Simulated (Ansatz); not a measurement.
# CH$_{3}$O, doublet: the ladder up to UCCSDTQ

Geometry: MP2(full)/6-31G*, from the G2/97 set.

```json
{"atom": "C", "x (Å)": "-0.0048", "y (Å)": "-0.6782", "z (Å)": "0.0000"}
{"atom": "O", "x (Å)": "-0.0048", "y (Å)": "0.7078", "z (Å)": "0.0000"}
{"atom": "H", "x (Å)": "1.0592", "y (Å)": "-0.9605", "z (Å)": "0.0000"}
{"atom": "H", "x (Å)": "-0.4635", "y (Å)": "-1.0961", "z (Å)": "0.9033"}
{"atom": "H", "x (Å)": "-0.4635", "y (Å)": "-1.0961", "z (Å)": "-0.9033"}
```

Basis 6-31G; Ansatz 0.2.0. Only valence electrons are correlated (noble-gas cores frozen), which leaves 13 electrons in 22 orbitals. Prefix R: restricted or restricted open-shell reference; prefix U: unrestricted. Active spaces: valence = (13e, 11o) chosen from the atoms' valence shells.

Full CI isn't at hand for all of this; UCCSDTQ serves as the reference, and is uncertain by about the last step of the cluster series. The frozen core follows each run's orbitals, which can shift R against U totals by a few meV.

For open shells CISD and CISDTQ are restricted-active-space CI with the open shells as a complete middle space.

* UHF ⟨S²⟩: 0.757
* T1 diagnostic (RCCSD): 0.0183
* largest doubles amplitude (RCCSD): 0.035
* T1 diagnostic (UCCSD): 0.0152

```tsv
level	E − E(RHF) (eV)
UHF	-0.0585
RMP2	-4.8368
UMP2	-4.8493
RCCSD	-5.5079
UCCSD	-5.5089
RCCSD(T)	-5.5982
UCCSD(T)	-5.5983
```

Estimate how far UCCSDTQ in 6-31G lies from RCCSD(T). The table doesn't fix it; the size of (T) and the diagnostics are the guide.

UCCSDTQ in 6-31G lies 21 meV below RCCSD(T), which is 24 % of the (T) step (-90 meV). The diagnostics are small and one determinant leads, so the series closes fast and only a small part of (T) is left.

The other levels:

```tsv
level	E − E(UCCSDTQ) (meV)	share of correlation (%)	wall time
CISD	454	91.92	0.81 s
BCCD(T)	22	99.62	1.2 s
RCCSDT	9	99.83	–
UCCSDT	9	99.84	–
CISDTQ	21	99.63	7.5 s (H100)
RCCSDT(Q)	0	100.00	6 s
UCCSDT(Q)	0	100.00	4.8 s
RCCSDTQ	0	100.00	22 s (H100)
CASSCF (valence space)	2918	48.07	–
NEVPT2 (valence space)	529	90.59	9 s (H100)
MRCISD (valence space)	135	97.59	–
MRCISD+Q (valence space)	37	99.35	10 s (H100)
```

The correlation energy at UCCSDTQ, counted from RHF, is -5.620 eV. That run took 21 s on 5 threads of AMD EPYC 7R13 with a whole H100 80 GB, shared host.

Times hold each run's SCF and search for its determinant on a shared host, so for small cases they say little of a method's own cost; rows without a card ran on 1 thread of AMD EPYC 7R13.

Natural occupations of CASSCF (valence space) about the gap: 1.983 1.976 1.973 1.968 1.003 0.032 0.024 0.024 0.021; effectively unpaired electrons, Σ n²(2−n)², 1.02.

Atomization energy (electronic, same basis, no zero-point term; atoms at the same level, unrestricted beside the R rows where the molecule is a closed shell, with restricted open-shell steps beyond CCSDT(Q)) at UCCSDTQ: 1401.2 kJ/mol. Errors of other levels:

```
                   level  error (kJ/mol)
                     RHF          -282.9
                     UHF          -285.2
                    RMP2           -13.6
                    UMP2           -15.0
                    CISD           -38.8
                   RCCSD            -8.2
                   UCCSD            -8.3
                RCCSD(T)            -1.3
                UCCSD(T)            -1.4
                 BCCD(T)            -1.3
                  RCCSDT            -0.7
                  UCCSDT            -0.8
                  CISDTQ            -1.8
               RCCSDT(Q)             0.1
               UCCSDT(Q)             0.0
                 RCCSDTQ             0.1
  CASSCF (valence space)           -71.2
  NEVPT2 (valence space)            14.4
  MRCISD (valence space)            -9.3
MRCISD+Q (valence space)            -3.4
```

This basis is far from its limit, so the value isn't to be set against a measured one. Truncated CI isn't size-consistent, which counts against it in atomization.
